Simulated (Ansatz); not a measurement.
# How far each method lies from UCCSDT(Q) for AlGa2H (H-bridged), triplet

Geometry: a point of a stretch scan, not a stationary point.

```json
{"atom": "Ga", "x (Å)": "-0.0050", "y (Å)": "0.3357", "z (Å)": "1.5090"}
{"atom": "Al", "x (Å)": "-0.0232", "y (Å)": "-1.7257", "z (Å)": "0.0000"}
{"atom": "Ga", "x (Å)": "-0.0050", "y (Å)": "0.3357", "z (Å)": "-1.5090"}
{"atom": "H", "x (Å)": "1.3108", "y (Å)": "-0.2504", "z (Å)": "0.0000"}
```

Basis cc-pVDZ; Ansatz 0.2.0. Correlated methods freeze the noble-gas cores and the filled d shells of p-block atoms, which leaves 10 electrons in 44 orbitals. Prefix R: restricted or restricted open-shell reference; prefix U: unrestricted. Active spaces: pair = (4e, 4o) about the gap. No spin–orbit coupling is included, and no scalar relativity.

Full CI isn't at hand for all of this; UCCSDT(Q) serves as the reference, and is uncertain by about the last step of the cluster series. The frozen core follows each run's orbitals, which can shift R against U totals by a few meV for light atoms and by up to 0.1 eV past Ca.

* UHF ⟨S²⟩: 2.081
* T1 diagnostic (RCCSD): 0.0348
* largest doubles amplitude (RCCSD): 0.070
* T1 diagnostic (UCCSD): 0.0364

```tsv
level	E − E(UCCSDT(Q)) (kJ/mol)	share of correlation (%)	wall time
UHF	541.2	4.32	–
UMP2	136.1	75.94	–
UCCSD	36.1	93.61	–
UCCSD(T)	7.9	98.61	73 s
UCCSDT	2.5	99.56	–
```

The correlation energy at UCCSDT(Q), counted from RHF, is -5.863 eV. That run took 2.2 min on 1 thread of AMD EPYC 7R43, shared host.

Run but not shown, since their state or frozen core can't be matched to the reference's or they repeat it: RHF, RMP2, CISD, RCCSD, RCCSD(T), BCCD(T), RCCSDT, RCCSDT(Q), CASSCF (pair space), MRCISD (pair space), MRCISD+Q (pair space).

Times hold each run's SCF and search for its determinant on a shared host, so for small cases they say little of a method's own cost; they ran on 1 thread of AMD EPYC 7R43.
